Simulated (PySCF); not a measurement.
Species: C₂H₃ (doublet state).
Numbering: `[CH:1]=[CH2:2]` (hydrogens: H3 on C1; H4, H5 on C2)

Cartesian coordinates in Å at the PBE0-D3(BJ)/def2-SVP level; atoms count from 1:
```
atom  x, y, z in Å
C1     0.7870   -0.3741    0.0245
C2    -0.4730   -0.0160   -0.0273
H3     1.7659    0.1037    0.0691
H4    -0.7760    1.0435   -0.0344
H5    -1.2866   -0.7515   -0.0663
```

Computed with UKS B3LYP, IGLO-III on C, pcH-1 on H, non-relativistic, mean-field spin-orbit, GIAO in PySCF 2.14.0. Isolated species at its PBE0-D3(BJ)/def2-SVP geometry, gas phase.

Q: Match the computed a_iso(13C) values +317.2, -13.8 MHz with the sites C1; C2.

A: 
```tsv
site	a_iso (MHz)	ρ(0) (bohr⁻³)	position	distance from C1 (Å)	spin population	largest |T| (MHz)
C1	+317.2	+0.2822	largest spin population	0.00	+1.02	138.3
C2	-13.8	-0.0122	1 bond from C1	1.31	-0.17	20.0
```

Q: The isotropic 1H couplings are +182.6, +114.5, +51.7 MHz. Assign them to H3; H4; H5.

A: 
```tsv
site	a_iso (MHz)	ρ(0) (bohr⁻³)	position	distance from C1 (Å)	bound to	spin population there	largest |T| (MHz)
H3	+51.7	+0.0116	1 bond from C1	1.09	C1	+1.02	39.6
H4	+182.6	+0.0408	2 bonds from C1, on C2 of spin population -0.17	2.11	C2	-0.17	6.5
H5	+114.5	+0.0256	2 bonds from C1, on C2 of spin population -0.17	2.11	C2	-0.17	11.9
```

ρ(0) is the spin density at the nucleus and T the dipolar tensor. The Mulliken spin populations are largest on C1 (+1.02), C2 (-0.17) and H4 (+0.09). No atom but C1 exceeds +0.15. The positive populations add up to 1.17 and the negative ones to -0.17, together 2S = 1.
